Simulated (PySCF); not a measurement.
**C2Cl4 (SMILES ClC(Cl)=C(Cl)Cl) at PBE/def2-SVP**

Aim: the vertical singlet–triplet gap of C2Cl4 at PBE/def2-SVP, from 2 runs. Input form: a Python script.

Program for the calculation: PySCF 2.14.0.

1 further run of the same task is left out (set aside as unsound or not needed). Runs told in other sessions of the task aren't counted.

### 1 The molecule

C2Cl4 has 6 atoms, charge 0, and is taken as a singlet. As SMILES, `ClC(Cl)=C(Cl)Cl`. The coordinates come from a GFN2-xTB relaxation.

Bond lengths: Cl1–C2 1.712 Å, C2–Cl3 1.712 Å, C2–C4 1.338 Å, C4–Cl5 1.712 Å, C4–Cl6 1.713 Å. Angles: Cl1–C2–Cl3 116.0°, Cl1–C2–C4 122.0°, Cl3–C2–C4 122.0°, C2–C4–Cl5 122.0°, C2–C4–Cl6 121.9°, Cl5–C4–Cl6 116.0°.

### 2 A single-point energy at PBE/def2-SVP

File run.py:

```python
from pyscf import gto, dft

mol = gto.M(
    atom='''
Cl  -0.703330  -2.024400   0.026040
C   -0.587040  -0.316420   0.055860
Cl  -2.062670   0.533500   0.232310
C    0.587350   0.315980  -0.055350
Cl   2.062820  -0.533130  -0.232300
Cl   0.702870   2.024460  -0.026560
''',
    basis='def2-svp',
    verbose=4,
    spin=0,
    max_memory=1860,
    charge=0,
)

mf = dft.RKS(mol, xc='pbe')
mf.grids.level = 5
mf.conv_tol = 1e-10
mf.kernel()
if not mf.converged:
    mf = mf.newton().run(mf.mo_coeff, mf.mo_occ)

e_tot = mf.e_tot
print(f'total energy: {e_tot:.8f} hartree')
```

On the command line:

```sh
OMP_NUM_THREADS=1 python run.py
```

Log:

```text
<dir> SyntaxWarning: invalid escape sequence '\W'
  S = {(paw_set(r)[0], bool(re.search(r"spin_orbit\W+true|paw_fr", str((r.get("files") or {}).get("input") or "")) or re.search("(?i)spin.orbit\W+(value\W+)?(true|yes)|value\W+spin-orbit", json.dumps(r.get("inputs"), default=str)))) for r in records}

PySCF version 2.14.0

[INPUT] num. atoms = 6
[INPUT] num. electrons = 80
[INPUT] charge = 0
[INPUT] spin (= nelec alpha-beta = 2S) = 0
[INPUT] symmetry False subgroup None
[INPUT] Mole.unit = angstrom
[INPUT] Symbol           X                Y                Z      unit          X                Y                Z       unit  Magmom
[INPUT]  1 Cl    -0.703330000000  -2.024400000000   0.026040000000 AA   -1.329101075190  -3.825561566570   0.049208468284 Bohr   0.0
[INPUT]  2 C     -0.587040000000  -0.316420000000   0.055860000000 AA   -1.109344824165  -0.597947140335   0.105560101318 Bohr   0.0
[INPUT]  3 Cl    -2.062670000000   0.533500000000   0.232310000000 AA   -3.897881385357   1.008168887455   0.439002275998 Bohr   0.0
[INPUT]  4 C      0.587350000000   0.315980000000  -0.055350000000 AA    1.109930639263   0.597115660840  -0.104596340995 Bohr   0.0
[INPUT]  5 Cl     2.062820000000  -0.533130000000  -0.232300000000 AA    3.898164844275  -1.007469688789  -0.438983378736 Bohr   0.0
[INPUT]  6 Cl     0.702870000000   2.024460000000  -0.026560000000 AA    1.328231801173   3.825674950137  -0.050191125868 Bohr   0.0

nuclear repulsion = 494.771732672024
number of shells = 44
number of NR pGTOs = 192
number of NR cGTOs = 100
basis = def2-svp
ecp = {}

******** <class 'pyscf.dft.rks.RKS'> ********
method = RKS
initial guess = minao
damping factor = 0
level_shift factor = 0
DIIS = <class 'pyscf.scf.diis.CDIIS'>
diis_start_cycle = 1
diis_space = 8
diis_damp = 0
SCF conv_tol = 1e-10
SCF conv_tol_grad = None
SCF max_cycles = 50
direct_scf = True
direct_scf_tol = 1e-13
XC library pyscf.dft.libxc version 7.0.0
    S. Lehtola, C. Steigemann, M. J.T. Oliveira, and M. A.L. Marques.,  SoftwareX 7, 1–5 (2018)
XC functionals = pbe
    J. P. Perdew, K. Burke, and M. Ernzerhof.,  Phys. Rev. Lett. 77, 3865 (1996)
    J. P. Perdew, K. Burke, and M. Ernzerhof.,  Phys. Rev. Lett. 78, 1396 (1997)
    J. P. Perdew, K. Burke, and M. Ernzerhof.,  Phys. Rev. Lett. 77, 3865 (1996)
    J. P. Perdew, K. Burke, and M. Ernzerhof.,  Phys. Rev. Lett. 78, 1396 (1997)
radial grids:
    Treutler-Ahlrichs [JCP 102, 346 (1995); DOI:10.1063/1.469408] (M4) radial grids

becke partition: Becke, JCP 88, 2547 (1988); DOI:10.1063/1.454033
pruning grids: <function nwchem_prune>
grids dens level: 5
symmetrized grids: False
atomic radii adjust function: <function treutler_atomic_radii_adjust>
small_rho_cutoff = 0
Set gradient conv threshold to 1e-05
Initial guess from minao.
tot grids = 258152
init E= -1916.27723911261
  HOMO = -0.244778600068023  LUMO = -0.0693990242690634  gap/eV = 4.77232
cycle= 1 E= -1915.47123871767  delta_E= 0.806  |g|= 0.302  |ddm|= 3.36
  HOMO = -0.228517257229228  LUMO = -0.0929767137569413  gap/eV = 3.68825
cycle= 2 E= -1915.39616981686  delta_E= 0.0751  |g|= 0.628  |ddm|=  1.3
  HOMO = -0.206439959129836  LUMO = -0.0473732792459907  gap/eV = 4.32842
cycle= 3 E= -1915.49308527825  delta_E= -0.0969  |g|= 0.0812  |ddm|= 0.916
  HOMO = -0.217637474676987  LUMO = -0.0589420467875836  gap/eV = 4.31832
cycle= 4 E= -1915.49479100102  delta_E= -0.00171  |g|= 0.00999  |ddm|=  0.1
  HOMO = -0.216534583452253  LUMO = -0.057703837501172  gap/eV = 4.32200
cycle= 5 E= -1915.4948143022  delta_E= -2.33e-05  |g|= 0.00248  |ddm|= 0.0176
  HOMO = -0.216570949971118  LUMO = -0.0577285292858409  gap/eV = 4.32232
cycle= 6 E= -1915.49481597899  delta_E= -1.68e-06  |g|= 0.000316  |ddm|= 0.00492
  HOMO = -0.216589331250486  LUMO = -0.057754265501003  gap/eV = 4.32212
cycle= 7 E= -1915.49481600219  delta_E= -2.32e-08  |g|= 0.0001  |ddm|= 0.000713
  HOMO = -0.216586355149567  LUMO = -0.0577508169017751  gap/eV = 4.32214
cycle= 8 E= -1915.49481600296  delta_E= -7.69e-10  |g|= 8.43e-05  |ddm|= 0.000225
  HOMO = -0.216585426463021  LUMO = -0.0577496161408138  gap/eV = 4.32214
cycle= 9 E= -1915.49481600487  delta_E= -1.91e-09  |g|= 1.31e-05  |ddm|= 0.000107
  HOMO = -0.216585167801672  LUMO = -0.0577491785194471  gap/eV = 4.32215
cycle= 10 E= -1915.49481600491  delta_E= -4.32e-11  |g|= 2.05e-06  |ddm|= 2.23e-05
  HOMO = -0.21658515140961  LUMO = -0.0577491731486441  gap/eV = 4.32215
Extra cycle  E= -1915.49481600491  delta_E= 4.09e-12  |g|= 3.16e-06  |ddm|= 1.02e-05
converged SCF energy = -1915.49481600491
total energy: -1915.49481600 hartree
```

It took 26 s on 1 thread of Arm Neoverse V1, shared host; peak memory 0.53 GiB.

### 3 The triplet at the same level

File job.py:

```python
from pyscf import gto, dft

mol = gto.Mole()
mol.atom = '''
Cl      -0.703330      -2.024400       0.026040
C       -0.587040      -0.316420       0.055860
Cl      -2.062670       0.533500       0.232310
C        0.587350       0.315980      -0.055350
Cl       2.062820      -0.533130      -0.232300
Cl       0.702870       2.024460      -0.026560
'''
mol.max_memory = 1860
mol.spin = 2
mol.verbose = 4
mol.basis = 'def2-svp'
mol.build()

myscf = dft.UKS(mol)
myscf.xc = 'pbe'
myscf.grids.level = 5
myscf.conv_tol = 1e-10
myscf.kernel()
if not myscf.converged:
    myscf = myscf.newton().run(myscf.mo_coeff, myscf.mo_occ)

e_tot = myscf.e_tot
print('Final energy', e_tot)
```

On the command line:

```sh
OMP_NUM_THREADS=1 python job.py
```

Log:

```text
<dir> SyntaxWarning: invalid escape sequence '\W'
  S = {(paw_set(r)[0], bool(re.search(r"spin_orbit\W+true|paw_fr", str((r.get("files") or {}).get("input") or "")) or re.search("(?i)spin.orbit\W+(value\W+)?(true|yes)|value\W+spin-orbit", json.dumps(r.get("inputs"), default=str)))) for r in records}

PySCF version 2.14.0

[INPUT] num. atoms = 6
[INPUT] num. electrons = 80
[INPUT] charge = 0
[INPUT] spin (= nelec alpha-beta = 2S) = 2
[INPUT] symmetry False subgroup None
[INPUT] Mole.unit = angstrom
[INPUT] Symbol           X                Y                Z      unit          X                Y                Z       unit  Magmom
[INPUT]  1 Cl    -0.703330000000  -2.024400000000   0.026040000000 AA   -1.329101075190  -3.825561566570   0.049208468284 Bohr   0.0
[INPUT]  2 C     -0.587040000000  -0.316420000000   0.055860000000 AA   -1.109344824165  -0.597947140335   0.105560101318 Bohr   0.0
[INPUT]  3 Cl    -2.062670000000   0.533500000000   0.232310000000 AA   -3.897881385357   1.008168887455   0.439002275998 Bohr   0.0
[INPUT]  4 C      0.587350000000   0.315980000000  -0.055350000000 AA    1.109930639263   0.597115660840  -0.104596340995 Bohr   0.0
[INPUT]  5 Cl     2.062820000000  -0.533130000000  -0.232300000000 AA    3.898164844275  -1.007469688789  -0.438983378736 Bohr   0.0
[INPUT]  6 Cl     0.702870000000   2.024460000000  -0.026560000000 AA    1.328231801173   3.825674950137  -0.050191125868 Bohr   0.0

nuclear repulsion = 494.771732672024
number of shells = 44
number of NR pGTOs = 192
number of NR cGTOs = 100
basis = def2-svp
ecp = {}

******** <class 'pyscf.dft.uks.UKS'> ********
method = UKS
initial guess = minao
damping factor = 0
level_shift factor = 0
DIIS = <class 'pyscf.scf.diis.CDIIS'>
diis_start_cycle = 1
diis_space = 8
diis_damp = 0
SCF conv_tol = 1e-10
SCF conv_tol_grad = None
SCF max_cycles = 50
direct_scf = True
direct_scf_tol = 1e-13
number electrons alpha = 41  beta = 39
XC library pyscf.dft.libxc version 7.0.0
    S. Lehtola, C. Steigemann, M. J.T. Oliveira, and M. A.L. Marques.,  SoftwareX 7, 1–5 (2018)
XC functionals = pbe
    J. P. Perdew, K. Burke, and M. Ernzerhof.,  Phys. Rev. Lett. 77, 3865 (1996)
    J. P. Perdew, K. Burke, and M. Ernzerhof.,  Phys. Rev. Lett. 78, 1396 (1997)
    J. P. Perdew, K. Burke, and M. Ernzerhof.,  Phys. Rev. Lett. 77, 3865 (1996)
    J. P. Perdew, K. Burke, and M. Ernzerhof.,  Phys. Rev. Lett. 78, 1396 (1997)
radial grids:
    Treutler-Ahlrichs [JCP 102, 346 (1995); DOI:10.1063/1.469408] (M4) radial grids

becke partition: Becke, JCP 88, 2547 (1988); DOI:10.1063/1.454033
pruning grids: <function nwchem_prune>
grids dens level: 5
symmetrized grids: False
atomic radii adjust function: <function treutler_atomic_radii_adjust>
small_rho_cutoff = 0
Set gradient conv threshold to 1e-05
tot grids = 258152
init E= -1916.27723911261
[... the frontier-level lines of each cycle are left out ...]


cycle= 1 E= -1915.34959022001  delta_E= 0.928  |g|= 0.142  |ddm|= 2.66


cycle= 2 E= -1915.33658506578  delta_E= 0.013  |g|= 0.22  |ddm|= 0.52


cycle= 3 E= -1915.35723876806  delta_E= -0.0207  |g|= 0.0846  |ddm|= 0.368


cycle= 4 E= -1915.36098137234  delta_E= -0.00374  |g|= 0.00747  |ddm|= 0.105


cycle= 5 E= -1915.3610146649  delta_E= -3.33e-05  |g|= 0.00185  |ddm|= 0.0154


cycle= 6 E= -1915.36101678616  delta_E= -2.12e-06  |g|= 0.00083  |ddm|= 0.0047


cycle= 7 E= -1915.36101719249  delta_E= -4.06e-07  |g|= 0.000206  |ddm|= 0.00202


cycle= 8 E= -1915.3610172056  delta_E= -1.31e-08  |g|= 0.000157  |ddm|= 0.00074


cycle= 9 E= -1915.36101722174  delta_E= -1.61e-08  |g|= 3.17e-05  |ddm|= 0.000343


cycle= 10 E= -1915.3610172222  delta_E= -4.56e-10  |g|= 1.64e-05  |ddm|= 0.000106


cycle= 11 E= -1915.36101722235  delta_E= -1.51e-10  |g|= 5.58e-06  |ddm|= 5.57e-05


cycle= 12 E= -1915.36101722236  delta_E= -1.55e-11  |g|= 3.77e-06  |ddm|= 1.62e-05


Extra cycle  E= -1915.36101722233  delta_E= 3.68e-11  |g|= 8.92e-06  |ddm|= 2.01e-05
converged SCF energy = -1915.36101722233  <S^2> = 2.0048986  2S+1 = 3.003264
Final energy -1915.3610172223252
```

Wall time 53 s (1 thread of Arm Neoverse V1, shared host); peak memory 0.56 GiB.

### 4 Summary of results

At PBE/def2-SVP:

| quantity | value |
| --- | --- |
| singlet: total energy | -1915.49482 Eh |
| singlet: dipole moment | 0.00 D |
| singlet: HOMO energy | -5.89 eV |
| singlet: LUMO energy | -1.57 eV |
| singlet: HOMO–LUMO gap | 4.32 eV |
| triplet: total energy | -1915.36102 Eh |
| triplet: dipole moment | 0.00 D |
| triplet: HOMO energy (highest over α and β) | -2.19 eV |
| triplet: ⟨S²⟩ | 2.005 |
| vertical energy of the triplet above the singlet | 3.641 eV |

In words: At this shape the triplet lies 3.64 eV (351 kJ/mol) above the singlet.
